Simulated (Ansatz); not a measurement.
Write a Python script for Ansatz 0.2.0 through its Python package that makes a rigid scan of one bond length of C3H5F, SMILES C/C=C/F. Level of theory (for the species named): r2scan0, def2-SVP basis, multiplicity 1.

Input file `c3h5f.xyz`:
```text
9

C    -1.17220   -0.03380    0.00630
C     0.23140    0.46490    0.07150
C     1.30570   -0.31290   -0.06260
F     2.54860    0.19690    0.00590
H    -1.21860   -1.11410   -0.16480
H    -1.69060    0.18590    0.94460
H    -1.70800    0.46410   -0.80760
H     0.37670    1.52860    0.23900
H     1.32690   -1.37970   -0.23220
```

Script `scan.py`:
```python
'''Potential curve of C3H5F along one bond.'''

import warnings

import ansatz as az
import numpy as np


def main() -> None:
    warnings.simplefilter('ignore', az.DeckWarning)

    mol = az.Crystal.molecule_from_extxyz('c3h5f.xyz')

    symbols = [site.symbol for site in mol.cartesian_sites]
    start = np.array([site.position_ang for site in mol.cartesian_sites])
    axis = (start[8] - start[2]) / np.linalg.norm(start[8] - start[2])
    moving = [8]
    lengths, energies = [0.92, 0.99, 1.08, 1.19, 1.35, 1.62, 1.94, 2.38], []
    for length in lengths:
        xyz = start.copy()
        xyz[moving] += (length - np.linalg.norm(start[8] - start[2])) * axis
        point = az.Crystal.molecule()
        for symbol, place in zip(symbols, xyz):
            point = point.atom(symbol, place.tolist())
        job = point.calculation()
        job = job.basis(gaussian='def2-SVP').functional('r2scan0')
        report = job.run().report
        energies.append(report['free_energy_ev'])
        print(f'r = {length:6.3f} A  E = {energies[-1]:.5f} eV  <S^2> = {abs(report["mean_field"]["state"]["spin_squared"]):.3f}')

    print('energy above the lowest point (eV):', [round(e - min(energies), 3) for e in energies])


if __name__ == '__main__':
    main()
```

`python scan.py` gives:
```text
r =  0.920 A  E = -5899.57641 eV  <S^2> = 0.000
r =  0.990 A  E = -5900.09268 eV  <S^2> = 0.000
r =  1.080 A  E = -5900.31055 eV  <S^2> = 0.000
r =  1.190 A  E = -5900.16024 eV  <S^2> = 0.000
r =  1.350 A  E = -5899.53169 eV  <S^2> = 0.000
r =  1.620 A  E = -5898.14630 eV  <S^2> = 0.000
r =  1.940 A  E = -5896.61408 eV  <S^2> = 0.000
r =  2.380 A  E = -5895.02378 eV  <S^2> = 0.000
energy above the lowest point (eV): [0.734, 0.218, 0.0, 0.15, 0.779, 2.164, 3.696, 5.287]
```

Reading the output:
- Total energies depend on the basis set; only differences at equal settings carry meaning.
- The rest of the molecule is held rigid at a force-field or estimated start geometry, and the basis set is modest; single-reference methods fail as a bond breaks.
- The orbitals are restricted, so S² is zero by construction.
- Toward dissociation an unrestricted state can lie under the restricted one, by tenths of an eV for polar bonds under a functional and by 1 to 2 eV or more for others.
- Timing: 27 s on 1 thread of Arm Neoverse V2, with other jobs on the host, peak memory 0.22 GiB.
